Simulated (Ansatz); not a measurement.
Mulliken charges of `C1=COCO1` from PBE/def2-TZVPP in Ansatz (PBE0-D4/def2-TZVP geometry).

| atom | x (Å) | y (Å) | z (Å) | charge (e) |
| --- | --- | --- | --- | --- |
| C1 | 0.196 | 1.125 | -0.041 | -0.051 |
| C2 | 0.734 | 0.233 | -0.858 | -0.051 |
| O3 | 0.136 | -0.994 | -0.680 | -0.228 |
| C4 | -0.567 | -0.847 | 0.538 | 0.155 |
| O5 | -0.788 | 0.537 | 0.722 | -0.228 |
| H6 | 0.359 | 2.182 | 0.079 | 0.127 |
| H7 | 1.483 | 0.319 | -1.626 | 0.127 |
| H8 | -1.521 | -1.372 | 0.483 | 0.101 |
| H9 | 0.056 | -1.229 | 1.365 | 0.049 |

Q: By hand: the dipole of these point charges (1 e Å = 4.8032 D).

A: Σ q r = (0.096, 0.022, 0.039) e Å, of length 0.106 e Å = 0.51 D.

Q: How does the dipole of the full density compare? (Best estimate.)

A: Ansatz gave: (0.092, 0.045, 0.011) e Å, 0.49 D; the point charges give 1.04 times that, at 20° from its direction.

Point charges leave out the atoms' own dipoles, such as those of lone pairs, and Mulliken's split depends on the basis, so the two needn't agree.
